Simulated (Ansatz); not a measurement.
in.yaml

```yaml
crystal:
  periodic: [false, false, false]
  atoms:
    - {symbol: Al, position_ang: [0.000000, 0.000000, 0.000000]}
    - {symbol: Al, position_ang: [0.000000, 0.000000, 3.031047]}
basis:
  gaussian: {orbitals: cc-pVTZ}
total_charge: 1
magnetization: {spin_polarized: false, initial_magnetization: 1}
correlation: {method: fci, electrons: outside_noble_gas}
```

```sh
$ ansatz run in.yaml --threads 2 --pin off --events-out ev --progress --plain --max-ram 16896MiB --backend cuda --devices 0, --max-vram 18GiB
```

Output:

```
771 factors; integrals over basis functions are off by at most 1.5e-7 eV
mean field evaluation 1: about -13158.9372 eV, gradient 3.5e0 eV
mean field evaluation 2: about -13158.9707 eV, gradient 3.5e0 eV
mean field evaluation 4: about -13159.0613 eV, gradient 3.6e-1 eV
mean field evaluation 8: about -13159.0638 eV, gradient 4.1e-4 eV
mean field evaluation 16: about -13158.4256 eV, gradient 1.6e-1 eV
mean field evaluation 32: about -13159.0607 eV, gradient 2.7e-1 eV
mean field evaluation 64: about -13159.0630 eV, gradient 2.3e-1 eV
mean field -13159.06377305 eV, -483.5866741258 hartree, gradient 8.0e-6 eV, S^2 0.750000; 11 other end points of the search recorded, 0 dependent functions left out
mean field evaluation 96: about -13158.9672 eV, gradient 3.7e0 eV
mean field evaluation 128: about -13159.2872 eV, gradient 6.2e-2 eV
mean field evaluation 160: about -13158.4985 eV, gradient 2.1e-1 eV
determinant -13159.06377305 eV, -483.5866741258 hartree, with singles and doubles -13161.99161117 eV, -483.6942701923 hartree
determinant -13158.43582195 eV, -483.5635973487 hartree, with singles and doubles -13161.37959100 eV, -483.6717788656 hartree
10 core orbitals not correlated: weight in the atoms' cores, before any rotation towards them, 1.000 or more for the frozen orbitals, at most 0.000 for the correlated occupied ones
reference -13159.06377305 eV, -483.5866741258 hartree; 3, 2 occupied and 55, 56 virtual orbitals, 771 factors
state -13162.01285317 eV, -483.6950508214 hartree
Total energy: -13162.01285317 eV, -483.6950508214 hartree
```

Ran on 2 threads of AMD EPYC 7R13 with a shared H100 80 GB, shared host: 24 s wall, 1.1 GiB peak host memory.
